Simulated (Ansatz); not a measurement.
Al₃H (the lowest singlet isomer of a short search), 4 atoms. Hardware: 4 threads of Intel Xeon 6975P-C on a shared host.

Correlated methods freeze 15 core orbitals.

(1) How many basis functions does each of these Ansatz runs have, and roughly what does it cost? CCSD(T)/def2-TZVPP, charge 1 doublet at the geometry of the charge 0 singlet, energy, from earlier orbitals; r2SCAN-D4/def2-TZVP, charge 0 singlet, energy, from earlier orbitals; r2SCANh-D4/def2-TZVP, charge 0 triplet, energy, from earlier orbitals; PBE-D4/def2-TZVP, charge 0 singlet, relaxation, 5 steps; HSE06-D4/def2-TZVP, charge 0 singlet, energy, from earlier orbitals; r2SCAN0-D4/def2-TZVP, charge 0 quintet, energy, from earlier orbitals; PBE0-D4/def2-TZVP, charge 0 quintet, energy, from earlier orbitals; HF/6-31G, charge 0 singlet, energy; HSE06-D4/def2-TZVP, charge 0 quintet, energy, from earlier orbitals; PBE0-D4/def2-TZVPD, charge -1 doublet at the geometry of the charge 0 singlet, energy; r2SCAN-D4/def2-TZVP, charge 0 quintet, energy, from earlier orbitals; HF/STO-3G, charge 0 quintet, energy.

## Answers

(1) Other jobs shared the machine, so times can vary by a factor of up to 3. A dash marks memory too small to be measured apart from the calling script's.

```tsv
run	functions	fitting or Cholesky vectors	wall time	peak host memory (GiB)
HF/STO-3G, charge 0 quintet, energy	28	291	0.1 s	–
HF/6-31G, charge 0 singlet, energy	41	446	0.1 s	–
HSE06-D4/def2-TZVP, charge 0 singlet, energy, from earlier orbitals	117	881	0.6 s	–
r2SCAN-D4/def2-TZVP, charge 0 singlet, energy, from earlier orbitals	117	821	0.75 s	–
HSE06-D4/def2-TZVP, charge 0 quintet, energy, from earlier orbitals	117	881	0.95 s	–
PBE0-D4/def2-TZVP, charge 0 quintet, energy, from earlier orbitals	117	881	1.3 s	–
r2SCAN-D4/def2-TZVP, charge 0 quintet, energy, from earlier orbitals	117	821	1.4 s	–
r2SCAN0-D4/def2-TZVP, charge 0 quintet, energy, from earlier orbitals	117	881	1.6 s	–
r2SCANh-D4/def2-TZVP, charge 0 triplet, energy, from earlier orbitals	117	821	1.7 s	–
PBE-D4/def2-TZVP, charge 0 singlet, relaxation, 5 steps	117	821	2.5 s	–
CCSD(T)/def2-TZVPP, charge 1 doublet at the geometry of the charge 0 singlet, energy, from earlier orbitals	140	855	3.8 s	0.97
PBE0-D4/def2-TZVPD, charge -1 doublet at the geometry of the charge 0 singlet, energy	138	933	6.5 s	–
```
